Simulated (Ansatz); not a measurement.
The first iterations of a band of C$_{4}$H$_{9}$ (13 atoms, charge 1, multiplicity 1).

All numbers below come from RKS B3LYP-D4/6-31G in Ansatz.

```yaml
movable_images: 7
climbing_image: yes
spring: 5.0 eV/Å²
optimiser: quadratic models (default)
start_path: through a guess of the saddle point
force_threshold: 0.05 eV/Å
iteration_limit: 60
end_points: relaxed
```

Initial state:

```xyz
13
Properties=species:S:1:pos:R:3
C -0.597 1.278 -0.410
C 0.000 0.000 0.000
C 0.959 -0.040 1.112
C -0.362 -1.238 -0.702
H -1.305 1.200 -1.234
H -1.078 1.755 0.461
H 0.210 1.985 -0.674
H 0.595 -0.744 1.880
H 1.164 0.930 1.564
H 1.900 -0.502 0.766
H 0.144 -2.129 -0.333
H -1.456 -1.378 -0.648
H -0.174 -1.116 -1.783
```

Final state:

```xyz
13
Properties=species:S:1:pos:R:3
C -0.458 1.291 -0.529
C 0.001 0.000 -0.001
C 0.955 -0.040 1.115
C -0.496 -1.251 -0.587
H 0.411 1.922 -0.783
H -1.132 1.215 -1.381
H -0.952 1.853 0.286
H 0.535 -0.645 1.937
H 1.255 0.940 1.487
H 1.849 -0.612 0.806
H -0.256 -1.265 -1.666
H -0.113 -2.154 -0.112
H -1.599 -1.253 -0.571
```

| iteration | highest image above the first end (eV) | largest band force component (eV/Å) |
| --- | --- | --- |
| 1 | 2.627 | 7.858 |
| 2 | 0.241 | 1.439 |
| 3 | 0.065 | 0.606 |
| 4 | 0.067 | 0.741 |
| 5 | 0.053 | 0.292 |
| 6 | 0.053 | 0.174 |
| 7 | 0.053 | 0.158 |
| 8 | 0.053 | 0.077 |

Task: Does the band converge within its limit, and where does its top end?

Result: It converged. It ended after 24 iterations with the highest image 0.011 eV above the first end. Beside the main top the profile has a ripple of under 15 meV (maxima at images 1, 3, 5, 7), which may be a very shallow well or noise. A vibrational analysis at the climbing image gives one clearly imaginary mode, 71i cm⁻¹: a first-order saddle point. Limits of this set-up: no polarisation functions, the dipole of an ion depends on the origin.

Run time: 15 min on 1 thread of Intel(R) Xeon(R) Processor @ 2.50GHz (Skylake/Cascade Lake), with other jobs on the host, peak memory 0.13 GiB.
